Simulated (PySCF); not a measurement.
How well do the runs reproduce experiment for PH3?

**Experimental background.**

From NIST CCCBDB Release 22 (SRD 101), experimental dipoles, for the gas: dipole moment (microwave Stark effect) 0.58 D.

From NIST CCCBDB Release 22 (SRD 101), experimental polarizabilities, for the gas: mean polarisability 4.237 Å³.

How close the calculation comes is told at the end.

Compound: PH3.
Numbering: `[PH3:1]` (hydrogens: H2, H3, H4 on P1)

Cartesian coordinates in Å at the GFN2-xTB level; atoms count from 1:
```xyz
4
PH3 angstrom
P     -0.001    0.003    0.570
H     -0.559    1.009   -0.206
H      1.158   -0.016   -0.190
H     -0.588   -0.991   -0.198
```

Runs made with PySCF (gas phase, on this GFN2-xTB geometry; no spin–orbit coupling):

| level | job | basis functions | wall time |
| --- | --- | --- | --- |
| B3LYP/def2-SVPD | 8 singlets by full TDDFT, 3 Tamm–Dancoff triplets, polarisability | 48 | 1.0 s |

Hardware: an Arm Neoverse V1 with one thread, no GPU, on a shared host.

## Comparison

**Dipole moment.** Measured: 0.58 D (NIST CCCBDB Release 22 (SRD 101), experimental dipoles).

```tsv
level	computed (D)	computed − measured (D)	% (from the printed values)
B3LYP/def2-SVPD	0.62	+0.04	+7
```

The computed dipoles belong to one fixed geometry; measured ones are averaged over vibrations unless marked μe. Magnitudes are compared, not signs.

**Mean polarisability.** Measured: 4.237 Å³ (NIST CCCBDB Release 22 (SRD 101), experimental polarizabilities).

```tsv
level	computed (Å³)	computed − measured (Å³)	% (from the printed values)
B3LYP/def2-SVPD	4.260	+0.023	+1
```

The computed values are static and purely electronic, with core orbitals frozen in the response (1 au = 0.148185 Å³). The table of measured values doesn't say here whether a value is static or optical, or holds a vibrational part.

No measured geometry was used, and the causes of the misses weren't examined.
